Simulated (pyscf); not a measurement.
Atom transfer: F–Zr(F)(F)–F + H atom (H•) → hydrogen fluoride (HF) + [F–Zr(F)–F]•

Gas phase, doublet surface, charge 0. Bonds broken: F1–Zr2. Bonds formed: F1–H6. PySCF, gas phase, ωB97X-D3(BJ)/def2-SVP geometries.

Transition state (Å):

```xyz
6

F     -0.1550     0.1499     1.4433
Zr     0.3096     0.5091    -0.5312
F      1.6575     1.8164    -0.8438
F     -1.2134     0.7089    -1.6535
F      1.0000    -1.2712    -0.5221
H      0.0446    -0.8857     1.9770
```

One imaginary mode, 2445i cm⁻¹; descent along it reached the two sides named, in the forms told below.

```
bond    change  reactant side (Å)  saddle  product side
------  ------  -----------------  ------  ------------
F1–Zr2  breaks              1.900   2.060         2.276
F1–H6    forms                3.3   1.182         1.008
```

Electronic energies relative to the separated reactants (kcal/mol):

```json
[
 {"level": "ωB97X-D3(BJ)/def2-TZVP", "barrier": "36.7", "reaction energy": "+21.2", "reverse barrier": "15.5"},
 {"level": "PBE/def2-TZVP", "barrier": "23.6", "reaction energy": "+20.1", "reverse barrier": "3.5"},
 {"level": "r²SCAN/def2-TZVP", "barrier": "25.9", "reaction energy": "+19.9", "reverse barrier": "6.0"},
 {"level": "B3LYP-D3(BJ)/def2-TZVP", "barrier": "25.7", "reaction energy": "+16.6", "reverse barrier": "9.1"},
 {"level": "PBE0-D3(BJ)/def2-TZVP", "barrier": "28.8", "reaction energy": "+17.7", "reverse barrier": "11.0"},
 {"level": "M06-2X/def2-TZVP", "barrier": "29.2", "reaction energy": "+12.3", "reverse barrier": "17.0"},
 {"level": "ωB97M-D3(BJ)/def2-TZVP", "barrier": "33.2", "reaction energy": "+17.4", "reverse barrier": "15.8"}
]
```

With ωB97M-D3(BJ)/def2-TZVP energies and thermal terms (ideal gas, 1 atm, RRHO with modes under 100 cm⁻¹ raised to 100, one conformer, R ln 2 for rigid chiral ones), in kcal/mol:

```tsv
T (K)	ΔH‡	ΔG‡	ΔH	ΔG
298	33.2	38.4	+21.5	+18.1
600	32.7	43.9	+20.6	+15.0
900	32.4	49.6	+19.5	+12.4
1200	32.1	55.3	+18.4	+10.2
```

On the product side the descent ends in an adduct with a F–Zr contact (not fully relaxed), 8.5 kcal/mol under the separated species and 24.0 kcal/mol under the saddle at ωB97X-D3(BJ)/def2-TZVP. What is counted as broken (F–Zr) persists as a longer contact in the product adduct; parting that adduct is a step of its own. One saddle was located; it need not be the lowest between these sides. The angle at the transferred F is 123°: a side-on saddle, likely not the lowest. Open-shell species with a d-block atom are single-reference here; other states, and whether the spin sits on metal or ligand, were not checked. Elements past Kr carry the def2 core potentials, without spin-orbit coupling.
